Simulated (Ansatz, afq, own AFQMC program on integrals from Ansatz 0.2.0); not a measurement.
Where AFQMC and coupled cluster stand for WNCl, quintet

```xyz
3

W     0.0000   -0.0655   -0.2467
N     0.0000    0.4774   -1.9119
Cl    0.0000    0.1511    2.0344
```

Connectivity, by distances: N–W–Cl.

Basis def2-SVP with its core potentials. Noble-gas cores (and the filled d shells of Ga–Kr and In–Xe) are frozen. AFQMC by an in-house program on the Cholesky factors that Ansatz 0.2.0 writes for its CCSD(T) run. ph-AFQMC/CISD is guided by a CISD state made of CCSD amplitudes; releasing the constraint for a short imaginary time cuts its bias at the price of noise, slowly where states lie close. ± is one standard error of the sampling. No spin–orbit coupling. The metal's outer-core s and p shells are frozen, which shifts wave-function levels against functionals.

Determinant: ROHF, the one that the program's search chose, which needn't be the lowest solution. The geometry is a PBE0/def2-TZVP stationary point of this or a neighbouring charge and spin state.

No full CI on the walks' own integrals is used here; CCSDT(Q) serves as the reference and is uncertain by about the last step of the cluster series.

Cautions: no spin-orbit coupling; outer-core shells of the metal frozen; another spin lies lower; a spin-contaminated unrestricted determinant lies lower (UHF 326 meV lower, ⟨S²⟩ 6.22); the released energies are still falling, so no released level is given (meV from the phaseless value at times in 1/Eh: -21 ± 7 at 0.24, -36 ± 8 at 0.60, -48 ± 8 at 1.20, -55 ± 10 at 1.80, -75 ± 18 at 2.60), though the last usable value meets CCSDT(Q) within the noise; CCSDT(Q) on the UHF determinant differs (104 meV lower), by its state or its frozen core.

The T1 diagnostic is 0.0371 and the weight of the determinant in the CISD state is 0.795. The size of the correlated space is 18 electrons in 54 orbitals.

Reference: CCSDT(Q), correlation energy -12.082 eV.

```json
{"level": "HF", "E − E(reference) (kcal/mol)": "278.61", "share of correlation (%)": "0.00"}
{"level": "MP2", "E − E(reference) (kcal/mol)": "24.02", "share of correlation (%)": "91.38"}
{"level": "CCSD", "E − E(reference) (kcal/mol)": "14.57", "share of correlation (%)": "94.77"}
{"level": "CCSD(T)", "E − E(reference) (kcal/mol)": "1.74", "share of correlation (%)": "99.37"}
{"level": "CCSDT", "E − E(reference) (kcal/mol)": "0.79", "share of correlation (%)": "99.72"}
{"level": "ph-AFQMC/HF", "E − E(reference) (kcal/mol)": "0.78 ± 1.90", "share of correlation (%)": "99.72"}
{"level": "ph-AFQMC/CISD", "E − E(reference) (kcal/mol)": "1.19 ± 0.17", "share of correlation (%)": "99.57"}
```

A walk keeps the symmetry of its determinant, which the program's search chose and which needn't be the lowest solution, so a lower state of the same spin and another symmetry isn't excluded.
